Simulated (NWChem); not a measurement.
NH, triplet; SMILES [NH]

Computed with NWChem. Spin-unrestricted. Coordinates come from a PBE0-D3(BJ)/def2-TZVP, spin-unrestricted optimisation. No stability test was run on the SCF state. Total energies compare along this basis series because the functional is fixed.

```json
[
 {"level": "B3LYP/cc-pVDZ", "basis functions": "19", "energy (Ha)": "-55.2232", "highest occupied level (eV)": "-8.84", "lowest empty minus highest occupied level, either spin (eV)": "6.38", "dipole (D)": "1.51"},
 {"level": "B3LYP/aug-cc-pVDZ", "basis functions": "32", "energy (Ha)": "-55.2327", "highest occupied level (eV)": "-9.35", "lowest empty minus highest occupied level, either spin (eV)": "6.05", "dipole (D)": "1.52"},
 {"level": "B3LYP/cc-pVTZ", "basis functions": "44", "energy (Ha)": "-55.2428", "highest occupied level (eV)": "-9.17", "lowest empty minus highest occupied level, either spin (eV)": "6.21", "dipole (D)": "1.54"},
 {"level": "B3LYP/aug-cc-pVTZ", "basis functions": "69", "energy (Ha)": "-55.2452", "highest occupied level (eV)": "-9.36", "lowest empty minus highest occupied level, either spin (eV)": "6.05", "dipole (D)": "1.52"},
 {"level": "B3LYP/cc-pVQZ", "basis functions": "85", "energy (Ha)": "-55.2476", "highest occupied level (eV)": "-9.27", "lowest empty minus highest occupied level, either spin (eV)": "6.15", "dipole (D)": "1.54"}
]
```
